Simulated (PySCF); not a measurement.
Molecule: `C=C1C[C@H]1CN`, C$_{5}$H$_{9}$N.

Cartesian coordinates in Å; atom numbers follow the order of the lines, from 1:
```xyz
15

C     2.444   -0.797   -0.061
C     1.376   -0.016   -0.096
C     0.728    1.186   -0.622
C    -0.001    0.229    0.327
C    -1.136   -0.620   -0.188
N    -2.384    0.114   -0.128
H     3.348   -0.548   -0.625
H     2.455   -1.714    0.535
H     1.030    2.167   -0.241
H     0.423    1.187   -1.676
H    -0.157    0.602    1.348
H    -1.227   -1.515    0.452
H    -0.855   -0.993   -1.197
H    -3.154   -0.456   -0.470
H    -2.334    0.931   -0.734
```

Geometry PBE0-D3(BJ)/def2-SVP throughout; GIAO in PySCF 2.14, gas phase, one conformer, non-relativistic; equivalent atoms averaged; basis pcSseg-1.

For orientation, OPBE gives these shifts δ (against TMS at the same level): C2 135.9, C5 49.3, C3 12.2, H7 5.76, H12 3.19, H11 1.68, H9 1.28, H14/H15 0.30, H10 0.66 ppm.

A run gave: C2 143.0, C5 49.3, C3 10.5, H7 5.71, H12 3.12, H11 1.60, H9 1.22, H14/H15 0.34, H10 0.59 ppm (shifts δ (against TMS at the same level)).

**Question.** Which functional was used in that run?
A. BP86
B. mPW1PW91
C. B97-D
D. B3LYP
E. PBE

**Answer.** B. C5 tells them apart best: mPW1PW91 gives 49.3, B97-D gives 51.9, BP86 gives 52.4, PBE gives 52.5, B3LYP gives 51.3 ppm.
